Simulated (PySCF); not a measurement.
Gas-phase reaction: CH2CHF + 2 CH3F ⇌ CH3CF3 + 2 CH3, at 1200 K and a standard pressure of 1 bar. Level: MP2/def2-SVP†.

Energies from PySCF, thermal terms from the rigid-rotor harmonic-oscillator model, ideal gas at 1 bar. † marks an energy on the PBE0/def2-TZVP geometry and frequencies. MP2 freezes the core. Open shells (unrestricted): CH3 (multiplicity 2); the rest are closed-shell singlets. MP2 isn't extrapolated to the basis-set limit; its ΔH°(298 K) is 114.6 kJ in def2-SVP and 148.0 kJ in def2-TZVPP. The harmonic model lacks anharmonicity and excited electronic states, which grow with temperature; levels with a mode under 35 cm⁻¹ are left out. Internal rotation in CH3CF3 is treated as a harmonic vibration of one conformer, which makes the entropy rough.

```json
[
 {"species": "CH2CHF", "E (Ha)": "-177.19703", "H(1200 K) − E (kJ/mol)": "203.4", "S°(1200 K) (J/mol/K)": "360.7"},
 {"species": "CH3F", "E (Ha)": "-139.26145", "H(1200 K) − E (kJ/mol)": "170.5", "S°(1200 K) (J/mol/K)": "303.2"},
 {"species": "CH3CF3", "E (Ha)": "-376.34866", "H(1200 K) − E (kJ/mol)": "266.1", "S°(1200 K) (J/mol/K)": "448.5"},
 {"species": "CH3", "E (Ha)": "-39.65933", "H(1200 K) − E (kJ/mol)": "135.4", "S°(1200 K) (J/mol/K)": "263.0"}
]
```
E: electronic energy; H − E holds the zero-point and thermal terms. 1 Ha = 2625.5 kJ/mol.

### Question
Work out ΔH°, ΔS°, ΔG° and log10 K from these numbers.

### Answer
1. ΔE = 1×(-376.34866) + 2×(-39.65933) − 1×(-177.19703) − 2×(-139.26145) = 0.05261 Ha = 138.1 kJ.
2. Δ(H − E) = 1×(266.1) + 2×(135.4) − 1×(203.4) − 2×(170.5) = -7.5 kJ, so ΔH° = 130.6 kJ.
3. ΔS° = 1×(448.5) + 2×(263.0) − 1×(360.7) − 2×(303.2) = 7.4 J/K; the number of gas molecules stays the same.
4. ΔG° = ΔH° − TΔS° = 130.6 − 1200×(7.4)/1000 = 121.7 kJ.
5. log10 K = −ΔG°/(RT ln 10) = -5.30, with RT ln 10 = 22.97 kJ/mol; at standard pressures the reactants are favoured.
6. A shift of 10 kJ in ΔE would move log10 K by 0.44 here.
For scale, ΔH°(298 K) is 115 kJ at this level, 146 kJ at ωB97M-V/def2-TZVP†, and runs from 1 to 345 kJ over the 20 levels computed.
